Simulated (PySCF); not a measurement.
**difluoroacetylene (C2F2): NMR shifts and spin-spin couplings at several levels of theory, part 1 of 2**

How much do the NMR shifts and spin-spin couplings of difluoroacetylene (C2F2) (`FC#CF`) depend on the level of theory, and what does each level cost?

Computed with PySCF 2.14.0, with density-fitted response routines of our own, on a single molecule in the gas phase. Atoms are numbered from 0 throughout.

**1. The molecule as given**

4 atoms, charge 0, multiplicity 1; geometry from: MMFF94s.

Bonds of the start (Å): F0–C1 1.34, C1–C2 1.20, C2–F3 1.34.

**2. Optimising the geometry at PBE0-D3(BJ)/def2-SVP**

The job: settings as JSON, then the geometry in Å.

```
{"job": {"xc": "PBE0", "basis": "def2-SVP", "d3": "d3bj", "grid": 1, "kind": "geom"}, "charge": 0, "multiplicity": 1}
F     -1.904387    -0.011707    -0.604298
C     -0.588050    -0.003613    -0.337215
C      0.588048     0.003616    -0.098595
F      1.904389     0.011704     0.168469
```

Output:

```text
step   0  E = -275.25194082  max force = 0.060158
step   1  E = -275.25805575  max force = 0.016829
step   2  E = -275.25880984  max force = 0.010477
step   3  E = -275.25925373  max force = 0.011185
step   4  E = -275.26007223  max force = 0.002688
step   5  E = -275.26012090  max force = 0.001682
step   6  E = -275.26012725  max force = 0.000395
step   7  E = -275.26012748  max force = 0.000061
optimisation converged
```

Run time: 11 s. Hardware: 1 thread, shared host.

Relaxation path:

```csv
step,energy from step 0 (eV),largest force component (eV/Å)
0,0.0000,3.0934
1,-0.1664,0.8654
2,-0.1869,0.5387
3,-0.1990,0.5752
4,-0.2213,0.1382
5,-0.2226,0.0865
6,-0.2228,0.0203
7,-0.2228,0.0031
```

Distances of close pairs at the start and the end, largest changes first:

```csv
bond,before (Å),after (Å),change (Å)
F0–C1,1.343,1.279,-0.065
C2–F3,1.343,1.279,-0.065
C1–C2,1.200,1.196,-0.004
```

The final coordinates are the input of the step that follows.

```csv
at the end point,value
point group (found at 0.08 Å tolerance),D∞h
"rotational constants (GHz, main isotopes)","3.550, 3.550"
dipole moment (D),0.00
```

**3. Shielding tensors: PBE0/cc-pVDZ**

The job: settings as JSON, then the geometry in Å.

```
{"job": {"kind": "nmr", "xc": "PBE0", "basis": "cc-pVDZ", "pop": true}, "charge": 0, "multiplicity": 1}
F     -1.417067    -1.172812     0.152235
C     -0.451548    -0.373616    -0.100132
C      0.451545     0.373615    -0.335687
F      1.417070     1.172812    -0.588056
```

Level: GIAO PBE0/cc-pVDZ NMR shielding, non-relativistic, gas phase.

Output:

```text
coarse grid: 4344 points
cycle   1  E = -275.4543043597  dE =  7.833e-01  |g| = 4.130e-01  |ddm| = 4.313e+00
cycle   2  E = -275.4483364140  dE =  5.968e-03  |g| = 4.506e-01  |ddm| = 1.253e+00
cycle   3  E = -275.4788360796  dE = -3.050e-02  |g| = 9.202e-02  |ddm| = 6.743e-01
cycle   4  E = -275.4803147759  dE = -1.479e-03  |g| = 2.894e-03  |ddm| = 9.918e-02
cycle   5  E = -275.4803166913  dE = -1.915e-06  |g| = 1.351e-03  |ddm| = 1.177e-02
final grid: 45624 points
cycle   6  E = -275.4824783624  dE = -1.087e-05  |g| = 1.585e-03  |ddm| = 1.968e-02
cycle   7  E = -275.4824780193  dE =  3.432e-07  |g| = 2.184e-03  |ddm| = 4.512e-03
cycle   8  E = -275.4824788397  dE = -8.204e-07  |g| = 1.464e-04  |ddm| = 2.868e-03
cycle   9  E = -275.4824788429  dE = -3.254e-09  |g| = 3.359e-05  |ddm| = 2.649e-04
cycle  10  E = -275.4824788431  dE = -2.448e-10  |g| = 5.670e-06  |ddm| = 6.941e-05
converged SCF energy = -275.4824788431

GIAO shielding tensors (ppm)
atom      isotropic    diamagn.    paramagn.     s11        s22        s33       span
  0 F      462.749     470.903      -8.155    449.385    449.387    489.474     40.089
  1 C      150.180     260.810    -110.630     81.040     81.040    288.459    207.418
  2 C      150.179     260.811    -110.632     81.040     81.040    288.458    207.419
  3 F      462.747     470.903      -8.156    449.383    449.385    489.474     40.091
```

Run time: 3.7 s. Hardware: 1 thread, shared host.

Shifts follow as δ = σ(reference) − σ, with reference shieldings (ppm) from runs at the same level and on the same kind of geometry: 13C TMS 196.8, 19F CFCl3 200.9. The references are single molecules in the gas phase, so shifts against H2O, NH3, PH3, H3PO4 or CFCl3 are not on the usual liquid scales and can be off by tens of ppm. Atoms listed in one row are averaged.

```csv
atoms,environment,σ (ppm),δ (ppm)
"C1, C2",alkyne carbon,150.2,46.6
"F0, F3",fluorine bonded to C,462.7,-261.8
```

The run also stored atomic charges by several schemes (e):

```csv
atoms,Mulliken,IAO,Hirshfeld,ESP fit
"F0, F3",-0.05,-0.16,0.01,0.01
"C1, C2",0.05,0.16,-0.01,-0.01
```

Mayer bond orders: F0–C1 1.31, C1–C2 2.59, C2–F3 1.31.

**4. Shielding tensors: PBE0/cc-pVTZ**

The job: settings as JSON, then the geometry in Å.

```
{"job": {"kind": "nmr", "xc": "PBE0", "basis": "cc-pVTZ", "pop": true}, "charge": 0, "multiplicity": 1}
F     -1.417067    -1.172812     0.152235
C     -0.451548    -0.373616    -0.100132
C      0.451545     0.373615    -0.335687
F      1.417070     1.172812    -0.588056
```

Method: GIAO PBE0/cc-pVTZ NMR shielding, non-relativistic, gas phase.

Output:

```text
coarse grid: 4344 points
cycle   1  E = -275.5497760938  dE =  7.750e-01  |g| = 4.284e-01  |ddm| = 4.451e+00
cycle   2  E = -275.5493453428  dE =  4.308e-04  |g| = 4.298e-01  |ddm| = 8.493e-01
cycle   3  E = -275.5723407916  dE = -2.300e-02  |g| = 1.155e-01  |ddm| = 5.510e-01
cycle   4  E = -275.5743653403  dE = -2.025e-03  |g| = 5.447e-03  |ddm| = 1.208e-01
cycle   5  E = -275.5743709734  dE = -5.633e-06  |g| = 1.983e-03  |ddm| = 1.360e-02
final grid: 45624 points
cycle   6  E = -275.5718314577  dE = -2.170e-05  |g| = 9.119e-04  |ddm| = 2.432e-02
cycle   7  E = -275.5718315554  dE = -9.775e-08  |g| = 2.070e-04  |ddm| = 1.409e-03
cycle   8  E = -275.5718315588  dE = -3.357e-09  |g| = 1.429e-04  |ddm| = 3.490e-04
cycle   9  E = -275.5718315611  dE = -2.286e-09  |g| = 4.763e-05  |ddm| = 1.896e-04
cycle  10  E = -275.5718315614  dE = -3.449e-10  |g| = 6.614e-06  |ddm| = 5.706e-05
converged SCF energy = -275.5718315614

GIAO shielding tensors (ppm)
atom      isotropic    diamagn.    paramagn.     s11        s22        s33       span
  0 F      458.110     466.199      -8.089    442.570    442.573    489.186     46.616
  1 C      136.667     259.820    -123.153     61.118     61.118    287.765    226.647
  2 C      136.667     259.821    -123.154     61.117     61.118    287.764    226.647
  3 F      458.108     466.199      -8.090    442.568    442.571    489.186     46.618
```

Wall time 7.6 s (1 thread, shared host).

This run: δ C1 50.6, F0 -275.5 ppm (means over like atoms).

**5. Nuclear shieldings: PBE0/aug-cc-pVDZ**

The job: settings as JSON, then the geometry in Å.

```
{"job": {"kind": "nmr", "xc": "PBE0", "basis": "aug-cc-pVDZ", "pop": true}, "charge": 0, "multiplicity": 1}
F     -1.417067    -1.172812     0.152235
C     -0.451548    -0.373616    -0.100132
C      0.451545     0.373615    -0.335687
F      1.417070     1.172812    -0.588056
```

With the program's defaults for keys left out, this is: GIAO PBE0/aug-cc-pVDZ NMR shielding, non-relativistic, gas phase.

Output:

```text
coarse grid: 4344 points
cycle   1  E = -275.4786891120  dE =  7.958e-01  |g| = 3.624e-01  |ddm| = 4.848e+00
cycle   2  E = -275.4799489327  dE = -1.260e-03  |g| = 3.483e-01  |ddm| = 1.749e+00
cycle   3  E = -275.4971280255  dE = -1.718e-02  |g| = 1.037e-01  |ddm| = 5.714e-01
cycle   4  E = -275.4989279893  dE = -1.800e-03  |g| = 2.509e-03  |ddm| = 1.176e-01
cycle   5  E = -275.4989292913  dE = -1.302e-06  |g| = 3.782e-04  |ddm| = 6.871e-03
final grid: 45624 points
cycle   6  E = -275.5011007408  dE = -1.189e-05  |g| = 2.356e-03  |ddm| = 4.751e-02
cycle   7  E = -275.5010998420  dE =  8.988e-07  |g| = 3.385e-03  |ddm| = 1.120e-02
cycle   8  E = -275.5011018693  dE = -2.027e-06  |g| = 2.768e-04  |ddm| = 4.647e-03
cycle   9  E = -275.5011018831  dE = -1.375e-08  |g| = 4.214e-05  |ddm| = 6.439e-04
cycle  10  E = -275.5011018834  dE = -3.880e-10  |g| = 5.360e-06  |ddm| = 8.502e-05
converged SCF energy = -275.5011018834

GIAO shielding tensors (ppm)
atom      isotropic    diamagn.    paramagn.     s11        s22        s33       span
  0 F      460.169     468.831      -8.663    445.673    445.676    489.158     43.485
  1 C      146.970     248.732    -101.761     76.292     76.293    288.326    212.034
  2 C      146.970     248.730    -101.760     76.292     76.292    288.326    212.034
  3 F      460.167     468.832      -8.665    445.671    445.674    489.158     43.487
```

Wall time 5.6 s (1 thread, shared host).

This run: δ C1 48.1, F0 -266.0 ppm (means over like atoms).

**6. NMR shieldings: PBE0/IGLO-III**

The job: settings as JSON, then the geometry in Å.

```
{"job": {"kind": "nmr", "xc": "PBE0", "basis": "IGLO-III", "pop": true}, "charge": 0, "multiplicity": 1}
F     -1.417067    -1.172812     0.152235
C     -0.451548    -0.373616    -0.100132
C      0.451545     0.373615    -0.335687
F      1.417070     1.172812    -0.588056
```

Method: GIAO PBE0/IGLO-III NMR shielding, non-relativistic, gas phase.

Output:

```text
coarse grid: 4344 points
cycle   1  E = -275.5598978402  dE =  7.842e-01  |g| = 4.391e-01  |ddm| = 1.915e+00
cycle   2  E = -275.5584137070  dE =  1.484e-03  |g| = 4.372e-01  |ddm| = 2.793e-01
cycle   3  E = -275.5820445314  dE = -2.363e-02  |g| = 1.243e-01  |ddm| = 1.570e-01
cycle   4  E = -275.5843267142  dE = -2.282e-03  |g| = 5.142e-03  |ddm| = 3.783e-02
cycle   5  E = -275.5843313867  dE = -4.672e-06  |g| = 1.799e-03  |ddm| = 3.329e-03
final grid: 45624 points
cycle   6  E = -275.5883632748  dE = -3.828e-05  |g| = 1.234e-03  |ddm| = 3.019e-02
cycle   7  E = -275.5883633710  dE = -9.619e-08  |g| = 2.623e-04  |ddm| = 1.011e-03
cycle   8  E = -275.5883633706  dE =  4.186e-10  |g| = 2.731e-04  |ddm| = 1.616e-04
cycle   9  E = -275.5883633806  dE = -1.005e-08  |g| = 4.437e-05  |ddm| = 8.765e-05
cycle  10  E = -275.5883633809  dE = -2.751e-10  |g| = 4.693e-06  |ddm| = 1.485e-05
converged SCF energy = -275.5883633809

GIAO shielding tensors (ppm)
atom      isotropic    diamagn.    paramagn.     s11        s22        s33       span
  0 F      460.497     465.192      -4.695    445.828    445.828    489.835     44.007
  1 C      132.255     267.115    -134.860     54.289     54.289    288.188    233.898
  2 C      132.255     267.131    -134.876     54.289     54.289    288.188    233.899
  3 F      460.496     465.193      -4.697    445.827    445.827    489.835     44.008
```

Run time: 8.8 s. Hardware: 1 thread, shared host.

This run: δ C1 51.5, F0 -285.9 ppm (means over like atoms).

**7. Nuclear shieldings: PBE0/pcSseg-0**

The job: settings as JSON, then the geometry in Å.

```
{"job": {"kind": "nmr", "xc": "PBE0", "basis": "pcSseg-0", "pop": true}, "charge": 0, "multiplicity": 1}
F     -1.417067    -1.172812     0.152235
C     -0.451548    -0.373616    -0.100132
C      0.451545     0.373615    -0.335687
F      1.417070     1.172812    -0.588056
```

Level: GIAO PBE0/pcSseg-0 NMR shielding, non-relativistic, gas phase.

Output:

```text
coarse grid: 4344 points
cycle   1  E = -274.8669794022  dE =  7.642e-01  |g| = 3.332e-01  |ddm| = 2.489e+00
cycle   2  E = -274.8552458740  dE =  1.173e-02  |g| = 4.548e-01  |ddm| = 6.393e-01
cycle   3  E = -274.8891701029  dE = -3.392e-02  |g| = 3.056e-02  |ddm| = 3.148e-01
cycle   4  E = -274.8892796271  dE = -1.095e-04  |g| = 6.384e-03  |ddm| = 2.043e-02
cycle   5  E = -274.8892899991  dE = -1.037e-05  |g| = 4.199e-04  |ddm| = 5.791e-03
cycle   6  E = -274.8892900439  dE = -4.485e-08  |g| = 2.414e-05  |ddm| = 6.031e-04
final grid: 45624 points
cycle   7  E = -274.8344122134  dE = -5.040e-06  |g| = 4.086e-03  |ddm| = 1.012e-02
cycle   8  E = -274.8344107611  dE =  1.452e-06  |g| = 5.098e-03  |ddm| = 5.418e-03
cycle   9  E = -274.8344143613  dE = -3.600e-06  |g| = 4.039e-04  |ddm| = 3.356e-03
cycle  10  E = -274.8344143993  dE = -3.800e-08  |g| = 1.305e-05  |ddm| = 3.349e-04
cycle  11  E = -274.8344143993  dE = -2.046e-12  |g| = 1.524e-05  |ddm| = 2.326e-05
converged SCF energy = -274.8344143993

GIAO shielding tensors (ppm)
atom      isotropic    diamagn.    paramagn.     s11        s22        s33       span
  0 F      460.521     478.713     -18.192    445.874    445.877    489.812     43.938
  1 C      135.210     250.585    -115.375     58.800     58.801    288.029    229.229
  2 C      135.210     250.589    -115.380     58.799     58.800    288.029    229.230
  3 F      460.518     478.706     -18.188    445.869    445.873    489.812     43.943
```

Wall time 2.6 s (1 thread, shared host).

Key values: δ C1 58.3, F0 -282.1 ppm (means over like atoms).

**8. NMR shieldings: PBE0/pcSseg-3**

The job: settings as JSON, then the geometry in Å.

```
{"job": {"kind": "nmr", "xc": "PBE0", "basis": "pcSseg-3", "pop": true}, "charge": 0, "multiplicity": 1}
F     -1.417067    -1.172812     0.152235
C     -0.451548    -0.373616    -0.100132
C      0.451545     0.373615    -0.335687
F      1.417070     1.172812    -0.588056
```

Method: GIAO PBE0/pcSseg-3 NMR shielding, non-relativistic, gas phase.

Output:

```text
coarse grid: 4344 points
cycle   1  E = -275.5746472280  dE =  7.749e-01  |g| = 4.470e-01  |ddm| = 1.546e+00
cycle   2  E = -275.5745045931  dE =  1.426e-04  |g| = 4.334e-01  |ddm| = 2.327e-01
cycle   3  E = -275.5971933659  dE = -2.269e-02  |g| = 1.284e-01  |ddm| = 1.377e-01
cycle   4  E = -275.5996218336  dE = -2.428e-03  |g| = 6.214e-03  |ddm| = 3.341e-02
cycle   5  E = -275.5996286009  dE = -6.767e-06  |g| = 2.115e-03  |ddm| = 4.557e-03
final grid: 45624 points
cycle   6  E = -275.6026090137  dE = -7.581e-05  |g| = 1.677e-03  |ddm| = 5.992e-02
cycle   7  E = -275.6026090847  dE = -7.095e-08  |g| = 9.640e-04  |ddm| = 1.539e-03
cycle   8  E = -275.6026091405  dE = -5.582e-08  |g| = 6.873e-04  |ddm| = 4.142e-04
cycle   9  E = -275.6026092066  dE = -6.605e-08  |g| = 4.678e-05  |ddm| = 1.743e-04
cycle  10  E = -275.6026092070  dE = -3.961e-10  |g| = 7.502e-06  |ddm| = 1.829e-05
converged SCF energy = -275.6026092070

GIAO shielding tensors (ppm)
atom      isotropic    diamagn.    paramagn.     s11        s22        s33       span
  0 F      460.371     465.191      -4.820    445.810    445.811    489.493     43.683
  1 C      131.642     263.787    -132.146     53.503     53.503    287.919    234.416
  2 C      131.641     263.788    -132.147     53.502     53.503    287.919    234.417
  3 F      460.370     465.191      -4.821    445.809    445.809    489.492     43.684
```

It took 32 s on 1 thread, shared host.

This run: δ C1 51.9, F0 -286.6 ppm (means over like atoms).

**9. Spin-spin couplings: HF/pcJ-1**

The job: settings as JSON, then the geometry in Å.

```
{"job": {"kind": "j", "xc": "HF", "basis": "pcJ-1"}, "charge": 0, "multiplicity": 1}
F     -1.417067    -1.172812     0.152235
C     -0.451548    -0.373616    -0.100132
C      0.451545     0.373615    -0.335687
F      1.417070     1.172812    -0.588056
```

Level: HF/pcJ-1 indirect spin-spin coupling, non-relativistic, gas phase.

Output:

```text
final grid: 45624 points
cycle   1  E = -274.3851465550  dE =  9.139e-01  |g| = 5.571e-01  |ddm| = 2.036e+00
cycle   2  E = -274.4377698039  dE = -5.262e-02  |g| = 2.241e-01  |ddm| = 3.741e-01
cycle   3  E = -274.4459379177  dE = -8.168e-03  |g| = 6.731e-02  |ddm| = 1.412e-01
cycle   4  E = -274.4466386246  dE = -7.007e-04  |g| = 1.368e-02  |ddm| = 3.761e-02
cycle   5  E = -274.4466881813  dE = -4.956e-05  |g| = 2.410e-03  |ddm| = 9.700e-03
cycle   6  E = -274.4466912019  dE = -3.021e-06  |g| = 7.433e-04  |ddm| = 3.150e-03
cycle   7  E = -274.4466915084  dE = -3.065e-07  |g| = 1.189e-04  |ddm| = 1.248e-03
cycle   8  E = -274.4466915150  dE = -6.627e-09  |g| = 1.443e-05  |ddm| = 1.717e-04
cycle   9  E = -274.4466915151  dE = -7.924e-11  |g| = 1.596e-06  |ddm| = 2.291e-05
converged SCF energy = -274.4466915151

Indirect spin-spin couplings (Hz)
  i      j    bonds     total        FC       PSO       DSO        SD
  0 F    1 C    1   -383.021  -297.407   -41.501     0.610   -44.724
  0 F    2 C    2    243.385   174.424    19.900    -0.671    49.731
  0 F    3 F    3    224.111   130.671   -13.671    -1.819   108.929
  1 C    2 C    1    622.712   575.465    23.184     0.306    23.757
  1 C    3 F    2    243.387   174.428    19.899    -0.671    49.730
  2 C    3 F    1   -383.039  -297.427   -41.500     0.610   -44.723
```

It took 2.7 s on 1 thread, shared host.

It converged, yet the result is unsound: Hartree-Fock couplings across multiple bonds can't be trusted. Its HOMO lies at -11.67 eV, against -7.96 eV in step 3 (PBE0/cc-pVDZ), a different level, so the two don't compare directly.

**10. Indirect couplings: LDA/pcJ-1**

The job: settings as JSON, then the geometry in Å.

```
{"job": {"kind": "j", "xc": "LDA", "basis": "pcJ-1"}, "charge": 0, "multiplicity": 1}
F     -1.417067    -1.172812     0.152235
C     -0.451548    -0.373616    -0.100132
C      0.451545     0.373615    -0.335687
F      1.417070     1.172812    -0.588056
```

Level: LDA/pcJ-1 indirect spin-spin coupling, non-relativistic, gas phase.

Output:

```text
coarse grid: 4344 points
cycle   1  E = -273.7666917578  dE =  6.819e-01  |g| = 4.362e-01  |ddm| = 2.115e+00
cycle   2  E = -273.7666946643  dE = -2.906e-06  |g| = 4.514e-01  |ddm| = 5.667e-01
cycle   3  E = -273.7891822533  dE = -2.249e-02  |g| = 1.865e-01  |ddm| = 4.052e-01
cycle   4  E = -273.7940773718  dE = -4.895e-03  |g| = 3.259e-02  |ddm| = 1.115e-01
cycle   5  E = -273.7942920227  dE = -2.147e-04  |g| = 4.757e-03  |ddm| = 2.208e-02
cycle   6  E = -273.7942966835  dE = -4.661e-06  |g| = 2.941e-04  |ddm| = 3.573e-03
final grid: 45624 points
cycle   7  E = -273.8114337513  dE = -9.564e-05  |g| = 4.395e-03  |ddm| = 8.934e-03
cycle   8  E = -273.8114311377  dE =  2.614e-06  |g| = 5.140e-03  |ddm| = 3.989e-03
cycle   9  E = -273.8114344428  dE = -3.305e-06  |g| = 2.153e-03  |ddm| = 4.097e-03
cycle  10  E = -273.8114351086  dE = -6.658e-07  |g| = 1.620e-04  |ddm| = 1.367e-03
cycle  11  E = -273.8114351118  dE = -3.233e-09  |g| = 1.044e-04  |ddm| = 1.549e-04
cycle  12  E = -273.8114351140  dE = -2.198e-09  |g| = 3.724e-05  |ddm| = 8.490e-05
cycle  13  E = -273.8114351143  dE = -3.177e-10  |g| = 1.705e-06  |ddm| = 2.406e-05
converged SCF energy = -273.8114351143

Indirect spin-spin couplings (Hz)
  i      j    bonds     total        FC       PSO       DSO        SD
  0 F    1 C    1   -379.784  -359.061   -13.928     0.613    -7.408
  0 F    2 C    2     35.620    -5.267    16.244    -0.673    25.316
  0 F    3 F    3     44.390    -8.637    -5.314    -1.835    60.176
  1 C    2 C    1    399.504   373.256    15.352     0.321    10.574
  1 C    3 F    2     35.618    -5.268    16.242    -0.673    25.316
  2 C    3 F    1   -379.789  -359.068   -13.926     0.613    -7.408
```

It took 4.3 s on 1 thread, shared host.

A choice of the couplings up to four bonds, sorted by the number of bonds, with means over like pairs; isotopes 13C, 19F:

```csv
pair,bonds,J (Hz),Fermi contact (Hz),measured size
C1–C2,1,399.5,373.3,–
F0–C1,1,-379.8,-359.1,287.3
F0–C2,2,35.6,-5.3,28.7
F0–F3,3,44.4,-8.6,2.1
```

Measured values: Jessen and Sauer, arXiv:2312.00705; CC3 and CCSD from Faber, Sauer, Gauss 2017.

**11. J couplings: PBE/pcJ-1**

The job: settings as JSON, then the geometry in Å.

```
{"job": {"kind": "j", "xc": "PBE", "basis": "pcJ-1"}, "charge": 0, "multiplicity": 1}
F     -1.417067    -1.172812     0.152235
C     -0.451548    -0.373616    -0.100132
C      0.451545     0.373615    -0.335687
F      1.417070     1.172812    -0.588056
```

With the program's defaults for keys left out, this is: PBE/pcJ-1 indirect spin-spin coupling, non-relativistic, gas phase.

Output:

```text
coarse grid: 4344 points
cycle   1  E = -275.4048350090  dE =  7.105e-01  |g| = 4.475e-01  |ddm| = 2.114e+00
cycle   2  E = -275.4012148527  dE =  3.620e-03  |g| = 4.950e-01  |ddm| = 6.199e-01
cycle   3  E = -275.4294784690  dE = -2.826e-02  |g| = 1.788e-01  |ddm| = 4.336e-01
cycle   4  E = -275.4343210652  dE = -4.843e-03  |g| = 2.711e-02  |ddm| = 1.078e-01
cycle   5  E = -275.4344758861  dE = -1.548e-04  |g| = 3.592e-03  |ddm| = 1.893e-02
cycle   6  E = -275.4344784424  dE = -2.556e-06  |g| = 2.616e-04  |ddm| = 2.796e-03
final grid: 45624 points
cycle   7  E = -275.4799426897  dE = -1.490e-04  |g| = 5.369e-03  |ddm| = 9.776e-03
cycle   8  E = -275.4799300301  dE =  1.266e-05  |g| = 1.035e-02  |ddm| = 9.332e-03
cycle   9  E = -275.4799474547  dE = -1.742e-05  |g| = 7.853e-04  |ddm| = 6.501e-03
cycle  10  E = -275.4799475285  dE = -7.379e-08  |g| = 3.161e-04  |ddm| = 6.522e-04
cycle  11  E = -275.4799475477  dE = -1.925e-08  |g| = 7.942e-05  |ddm| = 2.153e-04
cycle  12  E = -275.4799475484  dE = -6.458e-10  |g| = 5.901e-05  |ddm| = 8.636e-05
cycle  13  E = -275.4799475492  dE = -8.126e-10  |g| = 2.820e-06  |ddm| = 3.803e-05
converged SCF energy = -275.4799475492

Indirect spin-spin couplings (Hz)
  i      j    bonds     total        FC       PSO       DSO        SD
  0 F    1 C    1   -404.226  -379.660   -13.550     0.621   -11.636
  0 F    2 C    2     41.768    -1.395    14.956    -0.672    28.878
  0 F    3 F    3     23.676    -4.116   -28.712    -1.834    58.339
  1 C    2 C    1    419.764   391.821    14.996     0.324    12.623
  1 C    3 F    2     41.764    -1.397    14.955    -0.672    28.877
  2 C    3 F    1   -404.230  -379.667   -13.548     0.621   -11.636
```

It took 6.9 s on 1 thread, shared host.

In short: J(C1,C2) 419.8 Hz, J(F0,C1) -404.2 Hz, J(F0,C2) 41.8 Hz (means over like pairs).

(Continued in part 2 of 2.)
